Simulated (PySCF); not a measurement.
## Ionisation energy of C by level of theory

C [He] 2s2 2p2 (3P) → C+ [He] 2s2 2p1 (2P), as a difference of total energies. All numbers are calculated (PySCF 2.14, no relativity, point nucleus, in cc-pVDZ (3s2p1d, 14 functions)). Correlated levels: valence: 1s2 frozen. The calculations carry no spin-orbit coupling.

```tsv
method	ionisation energy (eV)	error (eV)
UHF	10.803	-0.459
MN15	11.316	+0.054
LDA	11.643	+0.381
MP2 (valence)	11.088	-0.174
SCS-MP2 (valence)	10.982	-0.280
CCSD (valence)	10.972	-0.290
CCSD(T) (valence)	10.979	-0.283
```

Reference: 11.262 eV (measured; NIST levels, between the centres of gravity of the two terms).

Errors of the correlated levels include the incompleteness of this basis and the frozen core.
